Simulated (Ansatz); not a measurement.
AlCl2H (AlHCl2). Total charge 0; singlet. Geometry PBE0-D4/def2-TZVP.

```xyz
4

Al   -0.0516   -0.0502   -0.1222
Cl    1.5802   -0.9603    0.7989
Cl   -0.9088    1.6135    0.7925
H    -0.6198   -0.6030   -1.4691
```

LC-ωPBE has ω = 0.4 bohr⁻¹. B3LYP takes the VWN-RPA correlation.

Problem. Estimate the orbital energies around the gap (eV) in Ansatz with HF/6-31G, LDA (SPW92)/def2-TZVP, r2SCAN-D4/def2-TZVP, B3LYP-D4/6-31G, LC-ωPBE/def2-TZVP.

Solution. 
```csv
orbital,HF/6-31G,LDA (SPW92)/def2-TZVP,r2SCAN-D4/def2-TZVP,B3LYP-D4/6-31G,LC-ωPBE/def2-TZVP
HOMO−13,-218.51,-190.17,-193.26,-196.55,-195.92
HOMO−12,-136.63,-107.68,-112.16,-115.46,-114.89
HOMO−11,-90.76,-70.51,-72.49,-76.09,-76.72
HOMO−10,-90.69,-70.35,-72.31,-76.08,-76.52
HOMO−9,-90.69,-70.28,-72.24,-75.98,-76.44
HOMO−8,-30.46,-20.61,-21.52,-23.19,-26.50
HOMO−7,-29.99,-20.32,-21.23,-22.79,-26.12
HOMO−6,-16.93,-11.37,-11.58,-12.86,-15.86
HOMO−5,-14.52,-9.68,-9.95,-10.82,-13.79
HOMO−4,-14.36,-9.17,-9.42,-10.69,-13.52
HOMO−3,-13.64,-8.76,-8.99,-9.95,-12.94
HOMO−2,-13.04,-8.34,-8.59,-9.38,-12.45
HOMO−1,-12.85,-8.09,-8.33,-9.19,-12.20
HOMO,-12.65,-8.06,-8.31,-9.17,-12.11
LUMO,0.70,-2.46,-1.86,-2.13,0.61
LUMO+1,1.97,-1.64,-0.91,-1.21,1.70
LUMO+2,3.07,-0.12,0.68,0.47,2.96
LUMO+3,4.53,1.51,2.32,2.25,4.52
LUMO+4,6.18,1.73,2.67,2.92,4.88
LUMO+5,6.87,2.51,3.24,3.91,5.87
```
